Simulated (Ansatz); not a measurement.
**Al2NH (quintet): one geometry, many settings**

The task here is to estimate one member of a computed series from the others.

Computed with Ansatz 0.2.0, Gaussian basis. Level: the settings change from run to run.

32 further runs of the same task are left out: 23 that didn't finish, 9 set aside as unsound or not needed.

### The geometry

The geometry is a PBE0/def2-TZVP stationary point (not a proven minimum) of the parent state, kept for this charge and spin.

4 atoms, charge 0, spin multiplicity 5.

Atoms are counted from 1 here; the program's logs count them from 0.

Bond lengths: Al1–Al2 2.591 Å, Al1–H4 1.603 Å, Al2–N3 1.750 Å. Angles: Al2–Al1–H4 120.6°, Al1–Al2–N3 159.8°.

Set-up of the first run:

in.yaml

```yaml
crystal:
  periodic: [false, false, false]
  atoms:
    - {symbol: Al, position_ang: [0.000000, -0.162621, 1.857018]}
    - {symbol: Al, position_ang: [0.000000, 0.205260, -0.708096]}
    - {symbol: N, position_ang: [0.000000, -0.160437, -2.419003]}
    - {symbol: H, position_ang: [0.000000, 1.088104, 2.859862]}
basis:
  gaussian: {orbitals: cc-pVDZ}
magnetization: {spin_polarized: true, initial_magnetization: 4}
correlation: {method: bccd_t, electrons: outside_noble_gas}
```

The run is started by

```console
$ ansatz run in.yaml --threads 1 --pin off --events-out ev --progress --plain --max-ram 2393MiB
```

Steps of the session up to this table: BCCD(T) on UHF/cc-pVDZ; CISD/cc-pVDZ; BCCD(T) on ROHF/cc-pVDZ; CCSD on UHF/cc-pVDZ.

One of the session's tables, all rows but one given; the rest of the session is left out.

| level | correlated | from UCCSDT(Q) (meV) |
| --- | --- | --- |
| BCCD(T) on UHF/cc-pVDZ | outside noble gas | 70.3 |
| CISD/cc-pVDZ | outside noble gas | ? |
| BCCD(T) on ROHF/cc-pVDZ | outside noble gas | 71.7 |
| CCSD on UHF/cc-pVDZ | outside noble gas | 254.0 |
| CISD/cc-pVDZ | valence |  |

**Question.** Estimate the row for CISD/cc-pVDZ, outside noble gas.

As computed: from UCCSDT(Q) (meV): 823.8. In the column «from UCCSDT(Q) (meV)» it is the highest.
